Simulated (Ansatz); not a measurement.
Working through vertical and adiabatic energies of changing the electron count of BClH2, SMILES BCl

With Ansatz's Python interface.

Typed at the interpreter:
```pycon
>>> import itertools
>>> import ansatz
>>> from ase.data import atomic_numbers, covalent_radii
>>> import numpy as np
>>> geometry_ang = [
...     ("B", [-0.104, -0.0078, -0.0595]),
...     ("Cl", [1.4417, -0.3917, 0.7414]),
...     ("H", [-1.1714, -0.5398, 0.2112]),
...     ("H", [-0.1108, 0.879, -0.9134]),
... ]
>>> molecule = ansatz.Crystal.molecule()
>>> for symbol, xyz in geometry_ang:
...     molecule = molecule.atom(symbol, xyz)
...
>>> calc = molecule.calculation()
>>> calc = calc.basis(gaussian="def2-SVP")
>>> calc = calc.functional("pbe")
>>> symbols = [site.symbol for site in molecule.cartesian_sites]
>>> start = np.array([site.position_ang for site in molecule.cartesian_sites], dtype=float)
>>> rep = calc.relax(force_tolerance=0.01, max_steps=100).run(threads=1).report
>>> end = np.array(rep["positions_ang"])
>>> minimum = ansatz.Crystal.molecule()
>>> for symbol, place in zip(symbols, end):
...     minimum = minimum.atom(symbol, place.tolist())
...
>>> ion = (
...     minimum.calculation()
...     .basis(gaussian="def2-SVP")
...     .functional("pbe")
...     .charge(1)
...     .spin("collinear", total=1)
... )
>>> vertical = ion.run(threads=1).report
>>> settled = ion.relax(force_tolerance=0.01, max_steps=80).run(threads=1).report
>>> print(f"vertical ionisation energy   {vertical['free_energy_ev'] - rep['free_energy_ev']:.3f} eV")
vertical ionisation energy   11.009 eV
>>> print(f"adiabatic, no zero point     {settled['free_energy_ev'] - rep['free_energy_ev']:.3f} eV")
adiabatic, no zero point     10.863 eV
>>> print(f"relaxation energy of the ion {vertical['free_energy_ev'] - settled['free_energy_ev']:.3f} eV")
relaxation energy of the ion 0.146 eV
>>> ionised = np.array(settled["positions_ang"])
>>> # pairs closer than 1.2 times the sum of covalent radii, before or after
>>> radius = [covalent_radii[atomic_numbers[s]] for s in symbols]
>>> span = lambda where, i, j: np.linalg.norm(where[i] - where[j])
>>> bonded = [(i, j) for i, j in itertools.combinations(range(len(symbols)), 2) if min(span(end, i, j), span(ionised, i, j)) < 1.2 * (radius[i] + radius[j])]
>>> print("pair        before    after (A)")
pair        before    after (A)
>>> for i, j in bonded:
...     print(f"{symbols[i]}{i}-{symbols[j]}{j}".ljust(10), f"{span(end, i, j):8.4f} {span(ionised, i, j):8.4f}")
...
B0-Cl1       1.7463   1.6590
B0-H2        1.2119   1.2614
B0-H3        1.2119   1.2614
>>> for first, second in list(itertools.combinations(bonded, 2)):
...     shared = set(first) & set(second)
...     if shared and symbols[(j := shared.pop())] != "H":
...         i, k = sorted((set(first) | set(second)) - {j})
...         u, v = ionised[i] - ionised[j], ionised[k] - ionised[j]
...         angle = np.degrees(np.arccos(np.clip(u @ v / np.linalg.norm(u) / np.linalg.norm(v), -1, 1)))
...         print(f"final angle {symbols[i]}{i}-{symbols[j]}{j}-{symbols[k]}{k}: {angle:.2f} deg")
...
final angle Cl1-B0-H2: 127.74 deg
final angle Cl1-B0-H3: 127.74 deg
final angle H2-B0-H3: 104.53 deg
```

The energies are electronic: no zero-point or thermal terms, and the basis set is short of its limit. The product may relax into another structure. The relaxation finds the nearest minimum, so the adiabatic value is an upper bound. Hardware and time: 10 s on 1 thread of Arm Neoverse V2 (shared host), peak memory 0.18 GiB.
